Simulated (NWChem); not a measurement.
Correlation energy of S

SMILES: [S]
```xyz
1

S      0.0000     0.0000     0.0000
```
Charge 0, spin multiplicity 3.

Everything below was run with NWChem.

Basis set: cc-pVTZ. Each correlation energy counts from its own Hartree-Fock reference.

The correlated methods keep 5 core orbitals frozen. The stability of the SCF solutions was not checked. Open-shell Hartree-Fock references start from PBE0 orbitals. No row is a measurement; the coupled-cluster row has its own basis-set and correlation limits.

### Question
For the correlation energy, URI-MP2 gives -116.5 mHa and UMP2 gives -116.5 mHa. What do CCSD on UHF, CCSD[T] on UHF give?

### Answer
CCSD on UHF: -139.5 mHa; CCSD[T] on UHF: -144.2 mHa.
